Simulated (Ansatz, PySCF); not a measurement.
Molecule: tetrachlorosilane, SiCl4 (charge 0, singlet). SMILES: Cl[Si](Cl)(Cl)Cl
Geometry from a B3LYP-D3(BJ)/def2-TZVP (Ansatz, a first-principles code) optimisation:
```
Si
Cl 1 2.0325
Cl 1 2.0325 2 109.47
Cl 1 2.0325 2 109.47 3 120.00
Cl 1 2.0325 2 109.47 3 -120.00
```
Charge 0, spin multiplicity 1.

Wanted: atomisation energy, in kcal/mol. Set-up: atomisation electronic, to ground-state atoms; non-relativistic; no spin-orbit coupling; dispersion terms only where a functional's name holds one; frozen cores in correlated levels; open shells spin-unrestricted. CBS marks a two-point X^-3 extrapolation of the correlation energy; Hartree-Fock from the larger set. [CCSD(T)-MP2]/basis is that difference in the basis named. First-principles rows: single points at B3LYP-D3(BJ) geometries (Ansatz).

| species | coefficient | E at BP86/def2-SVP (PySCF), Eh | E at PBE0/def2-TZVPD (Ansatz), Eh |
|---|---|---|---|
| Cl[Si](Cl)(Cl)Cl | -1 | -2130.01850 | -2129.85123 |
| Cl atom | +4 | -460.03080 | -459.99797 |
| Si atom | +1 | -289.29781 | -289.24952 |

Coupled cluster (Ansatz) is a level with limits of its own, used here on species with T1 under 0.025 (0.045 for open shells) and stable references: RI-MP2/CBS(cc-pV(T+d)Z,cc-pV(Q+d)Z)+[CCSD(T)-MP2]/cc-pV(T+d)Z. Value to compare with, RI-MP2/CBS(cc-pV(T+d)Z,cc-pV(Q+d)Z)+[CCSD(T)-MP2]/cc-pV(T+d)Z (Ansatz): 387.5 kcal/mol. 1 Eh = 627.5095 kcal/mol.

### Question
Work the quantity out at each level, and compare with RI-MP2/CBS(cc-pV(T+d)Z,cc-pV(Q+d)Z)+[CCSD(T)-MP2]/cc-pV(T+d)Z (Ansatz).

### Answer

- BP86/def2-SVP: the sum of coefficient times E is 0.59749 Eh, or 374.93 kcal/mol. Result: 374.9 kcal/mol. Its difference against RI-MP2/CBS(cc-pV(T+d)Z,cc-pV(Q+d)Z)+[CCSD(T)-MP2]/cc-pV(T+d)Z (Ansatz) is -12.6 kcal/mol.
- PBE0/def2-TZVPD: the sum of coefficient times E is 0.60983 Eh, or 382.67 kcal/mol. Result: 382.7 kcal/mol. Its difference against RI-MP2/CBS(cc-pV(T+d)Z,cc-pV(Q+d)Z)+[CCSD(T)-MP2]/cc-pV(T+d)Z (Ansatz) is -4.8 kcal/mol.
